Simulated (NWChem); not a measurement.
**SiO2 (silicon dioxide molecule) at KT2 (NWChem form)/x2c-SVPall-2c (ZORA)**

Aim: the energy change on altering one bond length of SiO2 (silicon dioxide molecule) at KT2 (NWChem form)/x2c-SVPall-2c (ZORA), from 2 runs. 

Program for the calculation: NWChem 7.3.0.

3 further runs of the same task are left out: 2 that didn't finish, 1 set aside as unsound or not needed.

## Step 1: The molecule

SiO2: 3 atoms, total charge 0, spin state singlet. As SMILES, `O=[Si]=O`. Geometry: relaxed at GFN2-xTB.

Bond lengths: O1–Si2 1.491 Å, Si2–O3 1.491 Å. Angles: O1–Si2–O3 179.9°.

## Step 2: The energy at KT2 (NWChem form)/x2c-SVPall-2c (ZORA)

Contents of work.nw:

```
START work
TITLE "O2Si energy"
memory 2200 mb

GEOMETRY noautosym nocenter noautoz
O      0.691230     1.217290     0.513740
Si    -0.000730     0.000440    -0.000160
O     -0.690510    -1.217740    -0.513580
END

BASIS spherical bse
* library x2c-SVPall-2c
END

RELATIVISTIC
zora on
END

DFT
xc kt2
grid fine
convergence energy 1e-07
direct
mulliken
print medium
END

TASK dft energy
```

On the command line:

```
$ nwchem work.nw > work.out
```

Standard output:

```text
[...]
          Wavefunction type:  closed shell.
          No. of atoms     :     3
          No. of electrons :    30
[...]
          Charge           :     0
          Spin multiplicity:     1
[...]
          AO basis - number of functions:    49
[...]
              XC Information
              --------------
                          KT2 Method XC Functional
                        Slater Exchange Functional  1.072 local
                           KT1 gradient correction  1.000 non-local
            Perdew 1991 LDA Correlation Functional  0.577 local
[...]
 d= 0,ls=0.0,diis     1   -445.2797355684 -5.36D+02  5.88D-02  1.69D+00     1.2
[...]
 d= 0,ls=0.0,diis    11   -445.4817694411 -1.84D-09  7.04D-07  1.85D-09     3.5
[...]
         Total DFT energy =     -445.481769441084
      One electron energy =     -790.951050738909
           Coulomb energy =      297.698118044416
    Exchange-Corr. energy =      -43.078500539211
 Nuclear repulsion energy =       90.849663792620
       Scaling correction =        0.399632063755
[...]
      Total Density - Mulliken Population Analysis
     ---------------------------------------------
    Atom       Charge   Shell Charges
 -----------   ------   -------------------------------------------------------
    1 O    8     8.33   1.99  1.17  0.63  2.76  1.76  0.01
    2 Si  14    13.35   2.00  1.99  1.06  0.06  0.18  5.76  1.16  0.67  0.48
    3 O    8     8.33   1.99  1.17  0.63  2.76  1.76  0.01
[...]
```

It took 4.2 s on 1 thread of AMD EPYC 7B13 (Zen 3), shared host; peak memory 0.2 GiB.

## Step 3: The distorted shape at the same level

Contents of o2si.xyz:

```xyz
3
O2Si KT2 (NWChem form)
O      1.036120     1.826380     0.770450
Si     0.344160     0.609530     0.256550
O     -0.690510    -1.217740    -0.513580
```

Contents of o2si.nw:

```
start o2si
title "O2Si KT2 (NWChem form)"
memory total 2200 mb

geometry noautosym nocenter noautoz
  load format xyz o2si.xyz
end

basis spherical bse
  * library x2c-SVPall-2c
end

relativistic
  zora on
end

dft
  xc kt2
  mult 1
  grid fine
  convergence energy 1e-07
  direct
  mulliken
  print low
end

task dft energy
```

On the command line:

```
$ nwchem o2si.nw > o2si.out
```

Standard output:

```text
[...]
 d= 0,ls=0.0,diis     1   -444.9848800953 -5.20D+02  8.21D-02  2.12D+00     1.2
[...]
 d= 0,ls=0.0,diis    18   -445.3273673750 -5.07D-09  9.24D-07  6.59D-09     4.7
[...]
         Total DFT energy =     -445.327367374971
      One electron energy =     -759.602473872994
           Coulomb energy =      281.776363223834
    Exchange-Corr. energy =      -42.830426531752
 Nuclear repulsion energy =       75.329169805941
       Scaling correction =        0.400128239987
[...]
      Total Density - Mulliken Population Analysis
     ---------------------------------------------
    Atom       Charge   Shell Charges
 -----------   ------   -------------------------------------------------------
    1 O    8     8.29   1.99  1.18  0.64  2.76  1.71  0.01
    2 Si  14    13.35   2.00  1.99  1.21  0.29  0.18  5.75  0.99  0.71  0.23
    3 O    8     8.36   1.99  1.21  0.77  2.55  1.83  0.00
[...]
```

Wall time 5.4 s (1 thread of AMD EPYC 7B13 (Zen 3), shared host); peak memory 0.2 GiB.

## Step 4: What came out

At KT2 (NWChem form)/x2c-SVPall-2c (ZORA):

```
                                                          quantity          value
                                         first shape: total energy  -445.48177 Eh
                                        first shape: dipole moment         0.01 D
                                          first shape: HOMO energy       -8.11 eV
                                          first shape: LUMO energy       -3.99 eV
                                        first shape: HOMO–LUMO gap        4.12 eV
                                     distorted shape: total energy  -445.32737 Eh
energy change with the Si2–O3 bond stretched from 1.491 to 2.237 Å       4.201 eV
```

In words: With the Si2–O3 bond stretched from 1.491 to 2.237 Å the energy rises by 4.20 eV (97 kcal/mol). The first shape isn't relaxed at this level, so the change isn't measured from a minimum. A restricted reference can't describe the breaking bond well at this length. Mulliken charges (first shape) run from -0.33 on O1 to +0.65 on Si2; they depend strongly on the basis.
